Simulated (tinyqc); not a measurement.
UKS/LDA (VWN5) in the sto-3g basis, for OH+, spin multiplicity 3, step by step. One step of it, computed by the program tinyqc.

Problem. Iteration 2: building the Kohn-Sham matrix. J_ij = sum D_kl (ij|kl) with D = D(alpha) + D(beta); F = H + J + V_xc; E = tr D H + tr D J / 2 + E_xc + E_nn.

D(alpha) after iteration 1, lower triangle:
```
            1O 1s      1O 2s    1O 2px    1O 2py    1O 2pz     2H 1s
1O 1s    1.060318
1O 2s   -0.257479   1.105825
1O 2px   0.000000   0.000000  1.000000
1O 2py   0.000000   0.000000  0.000000  1.000000
1O 2pz   0.017882  -0.102769  0.000000  0.000000  0.325378
2H 1s    0.022037  -0.153747  0.000000  0.000000  0.404703  0.504032
```

D(beta) after iteration 1, lower triangle:
```
            1O 1s      1O 2s    1O 2px    1O 2py    1O 2pz     2H 1s
1O 1s    1.060489
1O 2s   -0.258510   1.112006
1O 2px   0.000000   0.000000  0.000000
1O 2py   0.000000   0.000000  0.000000  0.000000
1O 2pz   0.017120  -0.098366  0.000000  0.000000  0.251584
2H 1s    0.025970  -0.177349  0.000000  0.000000  0.386390  0.594116
```

core Hamiltonian H = T + V (hartree), lower triangle:
```
             1O 1s      1O 2s     1O 2px     1O 2py     1O 2pz      2H 1s
1O 1s   -32.016755
1O 2s    -7.446127  -8.644871
1O 2px    0.000000   0.000000  -6.833021
1O 2py    0.000000   0.000000   0.000000  -6.833021
1O 2pz   -0.008188  -0.102487   0.000000   0.000000  -6.888851
2H 1s    -0.732927  -1.842141   0.000000   0.000000  -1.454225  -3.650744
```

Two-electron integrals (ij|kl) in chemists' order, unique and non-zero (hartree):
```
(11|11) 4.785065   (21|11) 0.741380   (21|21) 0.136873   (22|11) 1.118947
(22|21) 0.256633   (22|22) 0.817206   (31|31) 0.024477   (32|31) 0.037809
(32|32) 0.180518   (33|11) 1.115814   (33|21) 0.256684   (33|22) 0.817023
(33|33) 0.880159   (41|41) 0.024477   (42|41) 0.037809   (42|42) 0.180518
(43|43) 0.047444   (44|11) 1.115814   (44|21) 0.256684   (44|22) 0.817023
(44|33) 0.785270   (44|44) 0.880159   (51|51) 0.024477   (52|51) 0.037809
(52|52) 0.180518   (53|53) 0.047444   (54|54) 0.047444   (55|11) 1.115814
(55|21) 0.256684   (55|22) 0.817023   (55|33) 0.785270   (55|44) 0.785270
(55|55) 0.880159   (61|11) 0.073050   (61|21) 0.013390   (61|22) 0.025004
(61|33) 0.024959   (61|44) 0.024959   (61|51) 0.000584   (61|52) 0.001110
(61|55) 0.025099   (61|61) 0.001325   (62|11) 0.208249   (62|21) 0.048497
(62|22) 0.174975   (62|33) 0.171836   (62|44) 0.171836   (62|51) 0.003597
(62|52) 0.029564   (62|55) 0.181074   (62|61) 0.004844   (62|62) 0.049684
(63|31) 0.004684   (63|32) 0.028662   (63|53) 0.005863   (63|63) 0.006504
(64|41) 0.004684   (64|42) 0.028662   (64|54) 0.005863   (64|64) 0.006504
(65|11) 0.163438   (65|21) 0.038508   (65|22) 0.148461   (65|33) 0.142052
(65|44) 0.142052   (65|51) 0.007135   (65|52) 0.051825   (65|55) 0.161107
(65|61) 0.003983   (65|62) 0.051357   (65|65) 0.059046   (66|11) 0.397887
(66|21) 0.094099   (66|22) 0.391485   (66|33) 0.377757   (66|44) 0.377757
(66|51) 0.007683   (66|52) 0.089907   (66|55) 0.418538   (66|61) 0.009435
(66|62) 0.151288   (66|65) 0.179039   (66|66) 0.774606
```

nuclear repulsion = 3.21200128 hartree

V_xc(alpha) (hartree), lower triangle:
```
            1O 1s      1O 2s     1O 2px     1O 2py     1O 2pz      2H 1s
1O 1s   -2.922642
1O 2s   -0.417967  -0.787720
1O 2px   0.000000   0.000000  -0.794169
1O 2py   0.000000   0.000000   0.000000  -0.794169
1O 2pz   0.001223  -0.002143   0.000000   0.000000  -0.760135
2H 1s   -0.041337  -0.162426   0.000000   0.000000  -0.140509  -0.457853
```

V_xc(beta) (hartree), lower triangle:
```
            1O 1s      1O 2s     1O 2px     1O 2py     1O 2pz      2H 1s
1O 1s   -2.884838
1O 2s   -0.389117  -0.644097
1O 2px   0.000000   0.000000  -0.624620
1O 2py   0.000000   0.000000   0.000000  -0.624620
1O 2pz   0.001616  -0.001020   0.000000   0.000000  -0.667264
2H 1s   -0.038656  -0.142852   0.000000   0.000000  -0.132504  -0.463127
```

E_xc = sum of w rho eps_xc = -7.55160532 hartree

Give: Coulomb J; F(alpha); F(beta); total energy of this density.

Solution.

Coulomb J (hartree), lower triangle:
```
         1O 1s  1O 2s  1O 2px  1O 2py  1O 2pz  2H 1s
1O 1s   15.305
1O 2s    2.795  6.577
1O 2px   0.000  0.000   6.560
1O 2py   0.000  0.000   0.000   6.560
1O 2pz   0.004  0.091   0.000   0.000   6.589
2H 1s    0.274  1.431   0.000   0.000   1.249  3.611
```

F(alpha) (hartree), lower triangle:
```
          1O 1s   1O 2s  1O 2px  1O 2py  1O 2pz   2H 1s
1O 1s   -19.635
1O 2s    -5.069  -2.855
1O 2px    0.000   0.000  -1.067
1O 2py    0.000   0.000   0.000  -1.067
1O 2pz   -0.003  -0.013   0.000   0.000  -1.060
2H 1s    -0.500  -0.573   0.000   0.000  -0.345  -0.498
```

F(beta) (hartree), lower triangle:
```
          1O 1s   1O 2s  1O 2px  1O 2py  1O 2pz   2H 1s
1O 1s   -19.597
1O 2s    -5.040  -2.712
1O 2px    0.000   0.000  -0.897
1O 2py    0.000   0.000   0.000  -0.897
1O 2pz   -0.003  -0.012   0.000   0.000  -0.967
2H 1s    -0.497  -0.554   0.000   0.000  -0.337  -0.503
```

total energy of this density = -73.45611 hartree
